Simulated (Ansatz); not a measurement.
in.yaml

```yaml
crystal:
  periodic: [false, false, false]
  atoms:
    - {symbol: Ge, position_ang: [0.000000, -0.031746, -0.001497]}
    - {symbol: H, position_ang: [0.000000, 1.089104, -1.134985]}
    - {symbol: H, position_ang: [0.000000, 1.198728, 1.242864]}
basis:
  gaussian: {orbitals: cc-pVDZ}
correlation: {method: fic_mrcisd_q, electrons: outside_noble_gas, active_space: {window: {electrons: 2, orbitals: 2}, states: [{multiplicity: 1, weights: [1, 0.5, 0.5, 0.5]}]}}
accuracy: high
```

```sh
$ ansatz run in.yaml --threads 1 --pin off --events-out ev --progress --plain --max-ram 2393MiB
```

Output:

```
730 factors; integrals over basis functions are off by at most 4.4e-9 eV
mean field evaluation 1: about -56502.4484 eV, gradient 6.9e0 eV
mean field evaluation 2: about -56502.4552 eV, gradient 6.9e0 eV
mean field evaluation 4: about -56502.7458 eV, gradient 5.5e-1 eV
mean field evaluation 8: about -56502.7485 eV, gradient 2.3e-4 eV
mean field -56502.74845952 eV, -2076.4377069488 hartree, gradient 8.2e-9 eV, S^2 0.000000; 0 other end points of the search recorded, 0 dependent functions left out; unrestricted orbitals would lower it
reference -56502.74845952 eV, -2076.4377069488 hartree; 17, 17 occupied and 20, 20 virtual orbitals, 730 factors
Error: 4 states are sought, and the space of determinants holds 3 states of this symmetry and spin
```

The run gave no result to rely on (stopped by an error).

Ran on 1 thread of Intel Xeon Platinum 8488C, shared host: 0.72 s wall, 0.16 GiB peak host memory.
